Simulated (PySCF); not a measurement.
Computed with B3LYP-D3(BJ)/def2-TZVP // BP86-D3(BJ)/def2-SVP (PySCF). Isolated molecules, 0 K electronic values unless said otherwise. B3LYP has the VWN-RPA correlation part, as in Gaussian. 

Reference species (SMILES): `C[O]` (neutral, multiplicity 2).

```
Property       Result
-------------  ------
dipole moment  2.09 D
```

Changed species: `C[N]C` (free radical N(CH3)2; the reference has free radical OCH3).

Problem. Predict the effect on the dipole moment.

Solution. the dipole moment decreases by 0.37 D, to 1.72 D.
